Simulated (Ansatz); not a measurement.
**CN, doublet in cc-pVDZ: errors against full CI**

Geometry: MP2(full)/6-31G*, from the G2/97 set.

```yaml
atoms:
  - { symbol: C, position_ang: [0.0000, 0.0000, 0.0000] }
  - { symbol: N, position_ang: [0.0000, 0.0000, 1.1348] }
```

Basis cc-pVDZ; Ansatz 0.2.0. Only valence electrons are correlated (noble-gas cores frozen), which leaves 9 electrons in 26 orbitals. R marks a restricted (for open shells ROHF) determinant, U an unrestricted one. Active spaces: valence = (9e, 8o) chosen from the atoms' valence shells.

Full CI is exact within this basis and frozen core; it isn't the basis-set limit. The frozen core follows each run's orbitals, which can shift R against U totals by a few meV.

Unrestricted rows (U) aren't spin-pure: their determinants' ⟨S²⟩ exceeds S(S+1) by up to 0.27, so they mix in states of higher spin. For open shells CISD and CISDTQ are restricted-active-space CI with the open shells as a complete middle space.

The UHF ⟨S²⟩ is 1.019, the T1 diagnostic (RCCSD) is 0.0564 and the largest doubles amplitude (RCCSD) is 0.096. The T1 diagnostic (UCCSD) is 0.0780.

```
                   level  E − E(full CI) (kJ/mol)  share of correlation (%)    wall time
                     RHF                    755.7                      0.00            –
                     UHF                    721.8                      4.49            –
                    RMP2                     74.9                     90.09            –
                    UMP2                    125.2                     83.44            –
                    CISD                     92.5                     87.76       0.88 s
                   RCCSD                     39.4                     94.78            –
                   UCCSD                     39.5                     94.78            –
                RCCSD(T)                      6.4                     99.16        1.4 s
                UCCSD(T)                      9.1                     98.80        1.3 s
                 BCCD(T)                      6.1                     99.19        1.3 s
                  RCCSDT                      3.6                     99.53            –
                  UCCSDT                      3.6                     99.53            –
                  CISDTQ                      5.4                     99.28   7 s (H100)
               RCCSDT(Q)                      0.1                     99.99          7 s
               UCCSDT(Q)                     -0.9                    100.13          6 s
                 RCCSDTQ                      0.5                     99.94  26 s (H100)
                 UCCSDTQ                      0.4                     99.94  30 s (H100)
  CASSCF (valence space)                    378.1                     49.96            –
  NEVPT2 (valence space)                     73.1                     90.32        1.9 s
  MRCISD (valence space)                     17.4                     97.70            –
MRCISD+Q (valence space)                      1.0                     99.87        3.7 s
```

The correlation energy at full CI, counted from RHF, is -7.832 eV. That run took 36 s on 3 threads of AMD EPYC 7R13 with a whole H100 80 GB, shared host over 245,880,640 determinants.

Times hold each run's SCF and search for its determinant on a shared host, so for small cases they say little of a method's own cost; rows without a card ran on 1 thread of AMD EPYC 7R13.

Not variational, and here over 5 meV under the exact energy: UCCSDT(Q).

The full-CI state has the irrep A1 of C2v, in the program's axes (one component, if the state is degenerate).

Natural occupations of full CI about the gap: 1.978 1.926 1.908 1.908 1.021 0.083 0.083 0.018 0.011 0.008; effectively unpaired electrons, Σ n²(2−n)², 1.14.

Atomization energy (electronic, same basis, no zero-point term; atoms at the same level, unrestricted beside the R rows where the molecule is a closed shell, with restricted open-shell steps beyond CCSDT(Q)) at full CI: 649.3 kJ/mol. Errors of other levels:

```
                   level  error (kJ/mol)
                     RHF          -313.6
                     UHF          -297.7
                    RMP2            29.6
                    UMP2           -22.7
                    CISD           -84.3
                   RCCSD           -34.1
                   UCCSD           -34.5
                RCCSD(T)            -5.2
                UCCSD(T)            -8.2
                 BCCD(T)            -5.0
                  RCCSDT            -3.6
                  UCCSDT            -3.9
                  CISDTQ            -5.4
               RCCSDT(Q)            -0.2
               UCCSDT(Q)             0.5
                 RCCSDTQ            -0.6
                 UCCSDTQ            -0.9
  CASSCF (valence space)            15.1
  NEVPT2 (valence space)            12.5
  MRCISD (valence space)           -11.6
MRCISD+Q (valence space)            -7.0
```

This basis is far from its limit, so the value isn't to be set against a measured one. Truncated CI isn't size-consistent, which counts against it in atomization.
